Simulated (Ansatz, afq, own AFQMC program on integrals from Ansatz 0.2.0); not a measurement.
**Where AFQMC and coupled cluster stand for BH⁻, doublet**

```yaml
atoms:
  - { symbol: B, position_ang: [0.0000, 0.0000, 0.0000] }
  - { symbol: H, position_ang: [0.0000, 0.0000, 1.2628] }
```

Basis aug-cc-pVDZ. Only valence electrons are correlated. Integrals, coupled cluster, full CI and functionals: Ansatz 0.2.0; the random walks run on the same integrals in our own AFQMC program. The CISD trial takes its coefficients from CCSD amplitudes. Released means that phaseless walkers are propagated on without the constraint, phases kept. Uncertainties: one standard error, sampling alone.

Determinant: UHF, the one that the program's search chose, which needn't be the lowest solution. The geometry is a point of a scan.

Full CI on the same integrals is exact in this basis and with this determinant's frozen core.

Cautions: strong correlation (T1 0.110, weight of the determinant 0.80, largest double 0.08); unrestricted determinant spin contaminated (⟨S²⟩ 1.10 against 0.75); the released energies are still falling, so no released level is given (meV from the phaseless value at times in 1/Eh: -1 ± 3 at 0.24, -8.8 ± 2.3 at 0.51, -9.7 ± 2.2 at 0.99, -11.0 ± 1.8 at 1.62, -17 ± 3 at 2.40).

- T1 diagnostic: 0.1105
- weight of the determinant in the CISD state: 0.796
- ⟨S²⟩ of the determinant: 1.104
- size of the correlated space: 5 electrons in 31 orbitals

```csv
level,correlation energy (eV)
MP2,-1.9180
CCSD,-2.7088
CCSD(T),-2.8004
```

Estimate where phaseless AFQMC with the Hartree–Fock trial lies against CCSD(T) on the same integrals.

0.87 ± 0.38 kcal/mol above CCSD(T).

Reference: full CI, correlation energy -2.841 eV. The cautions show a poor starting determinant, so the rows tell how each method copes with it here, and full CI is the sure value.

```
        level  E − E(reference) (kcal/mol)  share of correlation (%)
      CCSD(T)                         0.93                     98.57
        CCSDT                         0.11                     99.83
     CCSDT(Q)                         0.01                     99.98
       CCSDTQ                         0.00                     99.99
  ph-AFQMC/HF                  1.80 ± 0.38                     97.25
ph-AFQMC/CISD                  0.51 ± 0.07                     99.22
```

CCSDT and higher add their correlation energy to the determinant of the CCSD(T) run, since their own runs factorise the integrals more tightly (a shift of under 2 meV).
